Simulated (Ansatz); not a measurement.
System: thiooxirane, C₂H₄S, charge 0, multiplicity 1. SMILES: S1CC1
Structure (B3LYP-D3(BJ)/def2-TZVP (Ansatz, a first-principles code) minimum search):
```
C
H 1 1.0824
H 1 1.0824 2 114.91
C 1 1.4789 2 118.24 3 147.30
H 4 1.0824 1 118.24 2 0.00
H 4 1.0824 5 114.91 1 147.30
S 1 1.8219 2 115.22 3 -137.55
```
Charge 0, spin multiplicity 1.

Parts of the frozen-core correlation energy in cc-pVTZ (Ansatz, hartree). Frozen orbitals: 7; correlated occupied orbitals by spin: 9 and 9; virtual: 134 and 134. Spin-orbit coupling is left out. Non-relativistic.

```json
[
 {"term": "reference (HF)", "value": "-475.61076"},
 {"term": "MP2 opposite-spin", "value": "-0.39492"},
 {"term": "MP2 same-spin", "value": "-0.12061"},
 {"term": "CCSD correlation", "value": "-0.54552"},
 {"term": "(T)", "value": "-0.02547"},
 {"term": "T1 diagnostic", "value": "0.010"},
 {"term": "largest doubles amplitude", "value": "0.041"}
]
```
